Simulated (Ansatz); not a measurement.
A nudged elastic band was laid between two geometries of CH3AlF (6 atoms, charge -1, multiplicity 1).

All numbers below come from RKS B3LYP/def2-SVP in Ansatz 0.2.0.

| Quantity | Value |
| --- | --- |
| movable images | 5 |
| climbing image | yes |
| spring | 5.0 eV/Å² |
| optimiser | quadratic models (default) |
| start path | through a guess of the saddle point |
| force threshold | 0.03 eV/Å |
| iteration limit | 60 |
| end points | relaxed |

Initial state:

```xyz
6
Properties=species:S:1:pos:R:3
C -0.596 0.013 -0.846
Al 0.448 -0.001 0.654
F 1.913 -0.881 0.836
H -1.528 0.602 -0.898
H -0.406 -0.533 -1.784
H 0.170 0.800 2.038
```

Final state:

```xyz
6
Properties=species:S:1:pos:R:3
C -0.596 0.012 -0.846
Al 0.451 -0.005 0.651
F 1.914 -0.886 0.840
H -0.417 -0.534 -1.786
H -1.523 0.610 -0.889
H 0.170 0.802 2.031
```

Problem. Which bonds break or form, and what moves?

Solution. No bond is made or broken. The dihedral H4–C1–Al2–F3 goes from -180 to 0°. The two ends are copies of one structure, up to a mirror image or an exchange of like atoms.

Problem. What energy profile does the band end with?

Solution. It converged. The highest image is number 3 of 0 to 6, 0.77 eV above the ends, which have the same energy within 2 meV. A vibrational analysis at the climbing image gives one clearly imaginary mode, 537i cm⁻¹: a first-order saddle point. Limits of this set-up: an anion without diffuse functions, the dipole of an ion depends on the origin.

| image | path coordinate (Å) | energy (eV) | dihedral H4–C1–Al2–F3 (°) |
| --- | --- | --- | --- |
| 0 | 0.00 | 0.00 | -180 |
| 1 | 0.57 | 0.16 | -146 |
| 2 | 1.14 | 0.53 | -107 |
| 3 | 1.70 | 0.77 | -65 |
| 4 | 2.27 | 0.53 | -36 |
| 5 | 2.85 | 0.16 | -17 |
| 6 | 3.42 | 0.00 | 0 |

Problem. What is the geometry of the highest image?

Solution. 
```xyz
6
Properties=species:S:1:pos:R:3
C -0.811 0.145 -0.768
Al 0.399 0.008 0.632
F 1.967 -0.687 0.781
H -0.501 0.757 -1.641
H -1.238 -0.805 -1.152
H 0.184 0.581 2.148
```

Problem. What are the harmonic wavenumbers there?

Solution. 537i, 263, 318, 375, 645, 666, 776, 835, 1309, 1725, 2970, 3024 cm⁻¹.

Time of the run: 2.3 min on 1 thread of Arm Neoverse V1 (shared host), peak memory 0.11 GiB.
